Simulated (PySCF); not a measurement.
# Basis-set dependence of excited states

C2H6O2S.
Z-matrix (Å and degrees, PBE0-D3(BJ)/def2-SVP geometry), rows numbered from 1:
```
C 
S   1  1.7850
C   2  1.7846  1  104.47
O   2  1.4591  1  107.60  3  -114.04
O   2  1.4593  1  107.51  3   114.11
H   1  1.0973  2  109.71  3   -60.71
H   1  1.0986  2  104.58  3  -178.75
H   1  1.0970  2  109.74  3    62.96
H   3  1.0986  2  104.49  1   179.27
H   3  1.0971  2  109.86  1    61.09
H   3  1.0972  2  109.72  1   -62.72
```

TDDFT with PBE0 (PySCF), vertical singlets, core orbitals frozen in the response, spherical d and f functions. Geometry: PBE0-D3(BJ)/def2-SVP; no solvent, vibrations or thermal averaging.

```tsv
basis	functions	diffuse	S1 (eV)	S2 (eV)	S3 (eV)	S4 (eV)	S5 (eV)	LUMO (eV)	α (au)
6-31G*	86	no	8.40	8.80	8.99	9.12	9.24	1.92	43.0
def2-SVP	104	no	8.09	8.38	8.60	8.78	8.87	1.28	44.0
6-31+G*	106	yes	7.34	7.59	8.05	8.07	8.28	-0.04	49.8
aug-cc-pVDZ	173	yes	6.97	7.27	7.75	7.83	7.85	-0.39	54.3
def2-TZVP	197	no	7.79	8.14	8.33	8.51	8.72	0.72	50.0
def2-TZVPD	254	yes	7.28	7.58	7.97	8.03	8.20	-0.10	53.9
```

Problem. Compare the sets with the largest diffuse one.

Solution. States are compared by their number. Against the largest diffuse basis here (def2-TZVPD, itself not a converged limit), sets without diffuse functions differ by up to 1.12 eV in S1 and 1.04 eV in S5; the smaller diffuse sets differ by up to 0.31 and 0.35 eV. State by state, the largest deviation of a set without diffuse functions is S1 1.12, S2 1.21, S3 1.02, S4 1.09, S5 1.04 eV. The same number needn't mean the same state in each row. Against def2-TZVPD the polarisability deviates by -20% in 6-31G*, -18% in def2-SVP, -8% in 6-31+G*, +1% in aug-cc-pVDZ, -7% in def2-TZVP. A single + in a Pople set puts diffuse functions on heavy atoms only.
